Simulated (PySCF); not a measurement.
These compounds are isomers of formula C5H5N.

A. `CC1=C[C@@H]1C#N`
B. 4-cyano-1-butyne
C. SMILES C=C/C=C\C#N

Spectrum 1. ¹³C{¹H} NMR (computed): δ 157.9 (CH), 142.0 (CH), 135.8 (CH2), 120.7 (C), 105.2 (CH).

Spectrum 2. ¹³C{¹H} NMR (computed): δ 127.7 (C), 121.8 (C), 103.3 (CH), 11.9 (CH3), 6.4 (CH).

Spectrum 3. ¹³C{¹H} NMR (computed): δ 122.7 (C), 83.4 (C), 77.6 (CH), 18.5 (CH2), 18.2 (CH2).

- GIAO PBE0/pcSseg-1 shieldings
- geometry from PBE0-D3(BJ)/def2-SVP
- B3LYP/pcJ-1 coupling constants (spin–dipole term left out of most H,H and C,H couplings)
- run in PySCF 2.14.0 with density-fitted response routines
- averaged over atoms made equivalent by symmetry, fast rotation or ring inversion, non-relativistic Hamiltonian, gas phase, one conformer

Chemical shifts δ = σref − σ; ¹³C (σ = 184.41 ppm) against TMS, all at this level. Shifts are as computed. Against solution values, carbons near 30 ppm lie about +2 ppm off and those near 130 ppm about +5 ppm. Of 1211 compounds with measured shifts, 218 miss one by over three times the rms of a fit or turn the order of signals round; such compounds aren't used in these exercises.

Match each spectrum to its structure.

## Answers

1–C, 2–A, 3–B.

- Spectrum 1 (C): 5 ¹³C signals; δC 157.9 is an alkene CH; δC 142.0 is an alkene CH.
- Spectrum 2 (A): 5 ¹³C signals; δC 127.7 is a nitrile carbon; δC 121.8 is a fully substituted alkene carbon.
- Spectrum 3 (B): 5 ¹³C signals; δC 122.7 is a nitrile carbon; δC 83.4 is an alkyne carbon.
